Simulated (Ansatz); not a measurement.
C4H8O2 can be A, `C1COCCO1`, or B, `C1COCOC1`.

Gas-phase electronic energies from Ansatz, PBE0-D4/def2-TZVP geometries. CCSD(T)/CBS adds triple-zeta CCSD(T) − MP2 to the extrapolated MP2 energy (def2 sets, frozen cores). DFT in def2-TZVPP. B3LYP here is the variant with VWN-RPA as its local correlation; programs differ in this.

(1) Which isomer does CCSD(T)/CBS put lower? Give the gap. (Best estimate.)

(2) Give E(B) − E(A) in kJ/mol with r2SCAN-D4, CCSD(T)/def2-TZVPP, HF/def2-TZVPP, B3LYP-D4, PBE0-D4, B3LYP, PBE-D4. (Best estimate.)

Largest T1 diagnostic: 0.011.

Answers

(1) Computed: B, by 23.4 kJ/mol.

(2) Ansatz gave: r2SCAN-D4 -23.9, CCSD(T)/def2-TZVPP -24.4, HF/def2-TZVPP -22.3, B3LYP-D4 -21.4, PBE0-D4 -23.6, B3LYP -21.1, PBE-D4 -22.6. None reverses the order clearly.
